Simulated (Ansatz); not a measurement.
Predict the output of the script below (the Ansatz DFT code, driven from Python).

`composite.py`
```python
import itertools

import ansatz as az
from ase import Atoms
from ase.data import atomic_numbers, covalent_radii
import numpy as np

config = {
    'basis': 'def2-SVP',
    'xc': 'PBE0',
}

atoms = Atoms(['O', 'Si', 'H', 'H'], positions=[
    (0.1394, -0.8436, 0.2881),
    (0.117, 0.8056, -0.1355),
    (0.7671, -1.1322, 0.8346),
    (-0.9681, 1.11, -1.0075),
])
mol = az.Crystal.molecule_from_ase(atoms)

job = (
    mol.calculation()
    .basis(gaussian=config['basis'])
    .functional(config['xc'])
)
symbols = [site.symbol for site in mol.cartesian_sites]
start = np.array([site.position_ang for site in mol.cartesian_sites], dtype=float)
rep = job.relax(force_tolerance=0.01).run(threads=1).report
end = np.array(rep['positions_ang'])
radius = [covalent_radii[atomic_numbers[s]] for s in symbols]
span = lambda where, i, j: np.linalg.norm(where[i] - where[j])
bonded = [(i, j) for i, j in itertools.combinations(range(len(symbols)), 2) if min(span(start, i, j), span(end, i, j)) < 1.2 * (radius[i] + radius[j])]
print('pair        before    after (A)')
for i, j in bonded:
    print(f'{symbols[i]}{i}-{symbols[j]}{j}'.ljust(10), f'{span(start, i, j):8.4f} {span(end, i, j):8.4f}')

minimum = az.Crystal.molecule()
for symbol, place in zip(symbols, end):
    minimum = minimum.atom(symbol, place.tolist())
at_minimum = minimum.calculation()
level = lambda method, basis: at_minimum.basis(gaussian=basis).correlation(method).run(threads=1).report
small, large, cluster = level('mp2', 'cc-pVDZ'), level('mp2', 'cc-pVTZ'), level('ccsd_t', 'cc-pVDZ')
corr = lambda each: (each['free_energy_ev'] - each['reference_energy_ev']) / 27.211386246
mp2_limit = (27 * corr(large) - 8 * corr(small)) / 19
pieces = {'HF / cc-pVTZ': large['reference_energy_ev'] / 27.211386246, 'MP2 correlation, DZ-TZ limit': mp2_limit, 'CCSD(T) - MP2 / cc-pVDZ': corr(cluster) - corr(small)}
for name, value in pieces.items():
    print(f'{name:32s} {value:14.6f} Ha')
print(f'{"sum":32s} {sum(pieces.values()):14.6f} Ha')
print('T1 diagnostic', round(cluster['correlation']['coupled_cluster']['t1_diagnostic'], 4))
```

```console
$ python composite.py
pair        before    after (A)
O0-Si1       1.7029   1.6743
O0-H2        0.8809   0.9644
Si1-H3       1.4250   1.5364
HF / cc-pVTZ                        -364.991970 Ha
MP2 correlation, DZ-TZ limit          -0.380548 Ha
CCSD(T) - MP2 / cc-pVDZ               -0.031024 Ha
sum                                 -365.403542 Ha
T1 diagnostic 0.0185
```

Total energies depend on the basis set; only differences at equal settings carry meaning. The sum leaves out core correlation, relativity, the Hartree-Fock basis error and zero-point energy; a DZ-TZ extrapolation is rough. Inner cores stay frozen, so this is valence correlation. For Al to Cl the sets with a tight d function, cc-pV(X+d)Z, are usual. The whole script took 5.1 s on 1 thread of Arm Neoverse V2, with other jobs on the host, peak memory 0.19 GiB.
